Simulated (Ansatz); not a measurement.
# ClH5Si2: the cost of one run

All numbers below are computed with Ansatz 0.2.0 (RKS B3LYP-D4/def2-SVPD).

## (1) The starting structure

Bond lengths: Si1–Si2 2.420 Å, Si2–H3 1.460 Å, Si2–H4 1.460 Å, Si2–H5 1.460 Å, Si1–H6 1.660 Å, Si1–Cl7 2.128 Å, Si1–H8 1.459 Å. Angles: Si1–Si2–H3 78.1°, Si1–Si2–H4 130.9°, Si1–Si2–H5 113.2°, H3–Si2–H4 109.4°, H3–Si2–H5 109.4°, H4–Si2–H5 109.4°, Si2–Si1–H6 55.0°, Si2–Si1–Cl7 122.4°, Si2–Si1–H8 122.4°, H6–Si1–Cl7 118.9°, H6–Si1–H8 118.9°, Cl7–Si1–H8 109.5°.

Coordinates:

```xyz
8

Si    0.0000    0.0000    0.0000
Si    1.3097    0.0000    2.0349
H    -0.0051   -0.4067    2.5222
H     2.3193   -0.9353    2.5222
H     1.6149    1.3420    2.5222
H     1.6588    0.0000    0.0648
Cl   -1.0032    1.7381   -0.7093
H    -0.6877   -1.1914   -0.4862
```

## (2) A restrained relaxation towards end A

Springs on the bonds that form and break draw the guess towards this end; the thresholds are loose.

Input file input.yaml:

```yaml
crystal:
  periodic: [false, false, false]
  atoms:
    - { symbol: Si, position_ang: [0.0, 0.0, 0.0] }
    - { symbol: Si, position_ang: [1.3097, 0.0, 2.0349] }
    - { symbol: H, position_ang: [-0.0051, -0.4067, 2.5222] }
    - { symbol: H, position_ang: [2.3193, -0.9353, 2.5222] }
    - { symbol: H, position_ang: [1.6149, 1.342, 2.5222] }
    - { symbol: H, position_ang: [1.6588, 0.0, 0.0648] }
    - { symbol: Cl, position_ang: [-1.0032, 1.7381, -0.7093] }
    - { symbol: H, position_ang: [-0.6877, -1.1914, -0.4862] }
basis:
  gaussian: { orbitals: def2-SVPD }
hamiltonian:
  xc: b3lyp
  dispersion: d4
relax:
  f_tol: 0.15
  max_steps: 25
  restrain:
    - { distance: [1, 5], at: 2.66, k: 30.0 }
    - { distance: [0, 1], at: 2.22, k: 30.0 }
    - { distance: [0, 5], at: 1.46, k: 30.0 }
```

Command:

```sh
$ ansatz run input.yaml --threads 4 --pin off --max-ram 5120MiB --backend cpu --events-out ev --progress --plain --runs-dir out
```

**Question.** How long does this run take on 4 threads of Arm Neoverse V2, shared host, and how much memory does it need?

About 11 s, with a peak of 0.25 GiB.
